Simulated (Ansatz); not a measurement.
The inner images of a band of AlClFH (4 atoms, charge 0, multiplicity 1) are given out of order.

Theory: RKS PBE-D4/def2-SVP (Ansatz 0.2.0).

First end point:

```xyz
4
Properties=species:S:1:pos:R:3
Al 0.336 0.000 0.247
H 0.338 0.000 1.823
F 1.787 0.000 -0.584
Cl -1.429 0.000 -0.891
```

Last end point:

```xyz
4
Properties=species:S:1:pos:R:3
Al -0.883 0.000 0.634
H 1.731 0.000 1.183
F 1.489 0.000 0.272
Cl -1.305 0.000 -1.493
```

Problem. Put them in order from the first end to the last, with their energies above the first end.
A.
```xyz
4
Properties=species:S:1:pos:R:3
Al -0.715 0.000 0.601
H 1.543 0.000 1.194
F 1.609 0.000 0.244
Cl -1.406 0.000 -1.444
```
B.
```xyz
4
Properties=species:S:1:pos:R:3
Al -0.488 0.000 0.554
H 1.376 0.000 1.189
F 1.599 0.000 0.208
Cl -1.456 0.000 -1.354
```
C.
```xyz
4
Properties=species:S:1:pos:R:3
Al 0.102 0.000 0.313
H 0.772 0.000 1.742
F 1.627 0.000 -0.355
Cl -1.469 0.000 -1.103
```
D.
```xyz
4
Properties=species:S:1:pos:R:3
Al -0.017 0.000 0.365
H 0.971 0.000 1.614
F 1.567 0.000 -0.223
Cl -1.489 0.000 -1.161
```
E.
```xyz
4
Properties=species:S:1:pos:R:3
Al 0.220 0.000 0.276
H 0.554 0.000 1.816
F 1.704 0.000 -0.478
Cl -1.445 0.000 -1.018
```
F.
```xyz
4
Properties=species:S:1:pos:R:3
Al -0.293 0.000 0.497
H 1.249 0.000 1.289
F 1.558 0.000 0.079
Cl -1.482 0.000 -1.269
```
G.
```xyz
4
Properties=species:S:1:pos:R:3
Al -0.146 0.000 0.434
H 1.132 0.000 1.452
F 1.542 0.000 -0.082
Cl -1.497 0.000 -1.209
```

Solution. E (+14.6 kJ/mol), C (+60.1 kJ/mol), D (+135.2 kJ/mol), G (+221.5 kJ/mol), F (+266.9 kJ/mol), B (+236.3 kJ/mol), A (+218.0 kJ/mol).

Run time: 33 s on 1 thread of Intel(R) Xeon(R) 6975P-C (Granite Rapids), with other jobs on the host, peak memory 0.12 GiB.
